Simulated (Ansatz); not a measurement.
Ideal-gas functions of H₂MgOS (`[OH][Mg][SH]`) at 298.15 K and 1 bar, from an Ansatz frequency run at PBE0-D4/def2-TZVP.

Molar mass 74.39 g/mol, point group C1 (symmetry number 1), electronic degeneracy 1, moments of inertia 1.818, 202.498, 204.206 u Å². Harmonic wavenumbers (cm⁻¹, unscaled): 86, 99, 136, 138, 379, 540, 825, 2701, 4080.

Use S(trans) = R[1.5 ln M + 2.5 ln T − 1.1517]; rotational temperatures θ = 24.2544 K / I; S(rot) = R[ln(√π/σ · √(T³/θAθBθC)) + 1.5]; for each mode x = 1.438777 ν̃/T, S = R[x/(eˣ − 1) − ln(1 − e⁻ˣ)] and H = RT x/(eˣ − 1); 1 cm⁻¹ = 0.0119627 kJ/mol; R = 8.31446 J/(mol·K).

Problem. By hand: the entropy, in J/(mol·K).

Solution. Translation 162.6. Rotation: θ = 13.3413, 0.1198, 0.1188 K, giving 95.2. Vibration, mode by mode: 15.69, 14.53, 11.96, 11.85, 4.36, 2.37, 0.79, 0.00, 0.00, in all 61.5. Electronic 0.0. Sum 319.3 J/(mol·K).

Problem. By hand: H − E and G − E in kJ/mol, counted from the electronic energy.

Solution. Zero-point energy ½ × 8984 × 0.0119627 = 53.7; thermal vibration 9.0; translation, rotation and pV give 4 RT = 9.9. H − E = 72.6 kJ/mol, and G − E = 72.6 − 298.15 × 319.3/1000 = -22.6 kJ/mol.

Vibration gives 19 % of the entropy, 54.0 J/(mol·K) of it from the modes under 150 cm⁻¹: soft modes count most, and the harmonic formula is weakest for them. The sum counts one conformer and one mirror image; others add a mixing term.
